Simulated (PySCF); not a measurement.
Simulated Si 2p region for `[SiH3][SiH2][SiH3]`, binding energy against the vacuum level.

Every computed line was given a Gaussian of 0.4 eV full width at half maximum and an area set by the number of equivalent atoms (split 2:1 within a doublet); the highest printed point is 100. Method: PySCF, delta-SCF UKS SCAN, pcX-2 on the ionised atom, pcseg-1 elsewhere, spin-free X2C.

(binding energy (eV), intensity): (105.8, 0), (105.9, 2), (106.0, 9), (106.1, 24), (106.2, 50), (106.3, 80), (106.4, 100), (106.5, 96), (106.6, 71), (106.7, 45), (106.8, 35), (106.9, 41), (107.0, 49), (107.1, 49), (107.2, 38), (107.3, 21), (107.4, 9), (107.5, 3), (107.6, 1), (107.7, 0)

Q: How many maxima does the curve show, and how many computed lines lie under it?

A: The curve has 2 maxima (at 106.4 and 107.0 eV). Under it lie 4 lines from 2 inequivalent silicon sites, each drawn as a 2p3/2, 2p1/2 pair. At this width some lines have no maximum of their own.

Q: Decompose the envelope and assign each component. Numbering: `[SiH3:1][SiH2:2][SiH3:3]`.

A: 
```csv
position (eV),relative area,line,atoms,environment
106.31,0.67,Si 2p3/2,Si2,SiH2 silicon
106.48,1.33,Si 2p3/2,Si1/Si3,SiH3 silicon
106.93,0.33,Si 2p1/2,Si2,SiH2 silicon
107.10,0.67,Si 2p1/2,Si1/Si3,SiH3 silicon
```

The 2 Si 2p3/2 values lie within 0.17 eV of each other.

The curve has no shake-up lines and no vibrational structure. The first atom of each set that the bonding makes equivalent was ionised and stands for the set. The 2p values aren't plain energy differences: one relaxed spin-free 2p hole is combined with a matrix within the shell (ground-state 2p orbital-energy differences and spin–orbit coupling). 2p3/2, the mean of its two sublevels, lies a third of the splitting below the shell's mean and 2p1/2 two thirds above it; the statistical areas are 2:1. 2p1/2 minus 2p3/2 (ligand field included): Si 0.62 eV. Isolated species at its GFN2-xTB geometry, gas phase.

The run took 8.7 s on x86-64 server, one thread, no GPU, on a shared host.
